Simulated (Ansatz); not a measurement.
## How far each method lies from full CI for H2Se, singlet

Geometry: a point of a stretch scan, not a stationary point.

```json
{"atom": "Se", "x (Å)": "0.0000", "y (Å)": "-0.0554", "z (Å)": "-0.0304"}
{"atom": "H", "x (Å)": "0.0000", "y (Å)": "0.9711", "z (Å)": "-1.0782"}
{"atom": "H", "x (Å)": "0.0000", "y (Å)": "3.3653", "z (Å)": "3.4612"}
```

Basis 6-31G (Cartesian d functions); Ansatz 0.2.0. Only valence electrons are correlated (noble-gas cores and the filled d shells of p-block atoms frozen), which leaves 8 electrons in 19 orbitals. Prefix R: restricted or restricted open-shell reference. Active spaces: pair = (2e, 2o) about the gap; valence = (8e, 6o) chosen from the atoms' valence shells. No spin–orbit coupling is included, and no scalar relativity.

Full CI is exact within this basis and frozen core; it isn't the basis-set limit.

```
UHF ⟨S²⟩                          : 1.003
T1 diagnostic (RCCSD)             : 0.0334
largest doubles amplitude (RCCSD) : 0.955
```

Q: From what is known of these methods and the diagnostics, rank them by the size of their error in total energy against full CI in 6-31G, smallest first (an estimate: the text doesn't fix the numbers).
A. RHF
B. BCCD(T)
C. MRCISD+Q (pair space)
D. RMP2
E. NEVPT2 (valence space)

A: C (0.6 kJ/mol), B (8.4 kJ/mol), E (20.6 kJ/mol), D (89.6 kJ/mol), A (635.7 kJ/mol).

All errors are against full CI in 6-31G. Below it: MRCISD+Q (pair space), BCCD(T). Within each family the higher level lies nearer, as is usual though not guaranteed.

The program itself flagged as in doubt: BCCD(T).

The full-CI state has the irrep A' of Cs, in the program's axes.

Its occupations show that no single determinant describes this state well.

Natural occupations of full CI about the gap: 1.989 1.987 1.960 1.025 0.972 0.038 0.011 0.007 0.005 0.004; effectively unpaired electrons, Σ n²(2−n)², 2.01.
